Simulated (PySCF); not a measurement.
How the method moves the HOMO and LUMO of `FP(F)P(F)F`

Species: P2F4.
Z-matrix (Å and degrees, PBE0-D3(BJ)/def2-SVP geometry), rows numbered from 1:
```
F 
P   1  1.6155
F   2  1.6157  1   98.99
P   2  2.2710  1   93.88  3   -94.61
F   4  1.6154  2   93.97  1  -179.81
F   4  1.6158  2   93.83  1   -80.51
```

Basis pcSseg-2 throughout (PySCF), one geometry. Isolated species at its PBE0-D3(BJ)/def2-SVP geometry (one conformer only).

Task: How do the orbital energies and the gap change with the method?

Result: 
| method | kind | HOMO (eV) | LUMO (eV) | gap (eV) | SCF cycles |
| --- | --- | --- | --- | --- | --- |
| BLYP | GGA | -6.14 | -2.59 | 3.54 | 13 |
| OPBE | GGA | -6.22 | -2.59 | 3.63 | 14 |
| PBE | GGA | -6.25 | -2.74 | 3.51 | 14 |
| BP86 | GGA | -6.35 | -2.80 | 3.55 | 14 |
| LDA | LDA | -6.41 | -3.03 | 3.38 | 13 |
| HF | Hartree–Fock | -10.35 | 1.41 | 11.76 | 10 |

The HOMO spans 4.22 eV, from BLYP down to HF, and the gap runs from 3.38 eV (LDA) to 11.76 eV (HF). The dipole is below 0.03 D at every level.
